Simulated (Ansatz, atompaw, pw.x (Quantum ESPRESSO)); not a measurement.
**What a changed setting does to a pw.x run (sc Be)**

Potential: PAW, atompaw 4.2.0.5, PBEsol; core [He], reference 2s2 2p0; waves: 2s (bound): rc 1.60 bohr; 2s channel at 0.55 Ry: rc 3.00 bohr; 2p (bound, empty): rc 3.00 bohr; 2p channel at 0.3 Ry: rc 3.00 bohr; 3d channel at 0.05 Ry: rc 3.00 bohr; 3d channel at 2.45 Ry: rc 3.00 bohr; local part: troulliermartins scheme with l = 3 at 0 Ry, radius 2.45 bohr; core correction: smooth core density matched at 2.15 bohr; augmentation: gaussian compensation charge, radius 2.60 bohr; PAW radius 3.00 bohr; waves and projectors: custom rrkj gramschmidtortho.

The reference run (k-mesh 15³, cutoffs 40/400 Ry, Fermi–Dirac 0.01 Ry, mixing_beta 0.4, conv_thr 1e-9, no spin) gives 1.13 GPa at 10.052 Å³/atom, where all-electron LAPW gives 0.82 GPa. This run, with its own iteration cap, changes nbnd to 1, a wrong or extreme entry chosen on purpose.

```
&control
  calculation='scf', prefix='x', pseudo_dir='./', outdir='./tmp', tstress=.true., disk_io='none'
/
&system
  ibrav=0, nat=1, ntyp=1, ecutwfc=40, ecutrho=400, nbnd=1,
  occupations='smearing', smearing='fd', degauss=0.01
/
&electrons
  conv_thr=1e-09, mixing_beta=0.4, electron_maxstep=70
/
ATOMIC_SPECIES
Be 1.0 Be.UPF
CELL_PARAMETERS angstrom
  2.15816259 0.00000000 0.00000000
  0.00000000 2.15816259 0.00000000
  0.00000000 0.00000000 2.15816259
ATOMIC_POSITIONS crystal
Be 0.0000 0.0000 0.0000
K_POINTS automatic
15 15 15 0 0 0
```

```bash
pw.x < Be.scf.in > Be.scf.out
```

**Question.** How does the run end?

**Answer.** It stops with "efermig: internal error, cannot bracket Ef". There must be at least as many bands as half the electrons, and more with smearing.

```
Message from routine setup:
     using ibrav=0 with symmetry is DISCOURAGED, use correct ibrav instead
     lattice parameter (alat)  =       4.0783  a.u.
     unit-cell volume          =      67.8343 (a.u.)^3
     number of electrons       =         2.00
     number of Kohn-Sham states=            1
     kinetic-energy cutoff     =      40.0000  Ry
     charge density cutoff     =     400.0000  Ry
     scf convergence threshold =      1.0E-09
     Exchange-correlation= SLA PW PSX PSC
     number of k points=   120  Fermi-Dirac smearing, width (Ry)=  0.0100
     iteration #  1     ecut=    40.00 Ry     beta= 0.40
     Error in routine efermig (1):
     internal error, cannot bracket Ef
```

The run took about 1.2 s on one core of a shared host (Intel(R) Xeon(R) 6975P-C, 128 threads, 496 GiB, load 6).
